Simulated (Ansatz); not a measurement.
Telling isomers of CH2OS apart by their spectra

These gas-phase data were calculated for one isomer of CH2OS at B3LYP-D3(BJ)/def2-SVP (harmonic, unscaled wavenumbers; equilibrium rotational constants with average atomic masses):

* rotational constants: 62.07, 6.038, 5.503 GHz
* all wavenumbers above 1500 cm⁻¹: 2947, 2668, 1825
* dipole moment: 1.58 D (PBE0/def2-TZVPD)

Candidates:

(1) `O=CS`, a singlet
(2) `OC=S`, a singlet

Problem. Which structure fits?

Solution. Candidate (1). No mode falls between 3300 and 4000 cm⁻¹, where the O–H stretch of (2) would stand.

The same quantities for all candidates:

```tsv
	rotational constants (GHz)	wavenumbers above 1500 cm⁻¹	dipole (D)	E above the lowest, B3LYP-D3(BJ)/def2-SVP (kcal/mol)
(1)	62.07, 6.038, 5.503	2947, 2668, 1825	1.58	0.0
(2)	64.52, 6.279, 5.722	3673, 3129	1.52	3.1
```

Each candidate is one conformer. Programs: Ansatz 0.2.0.
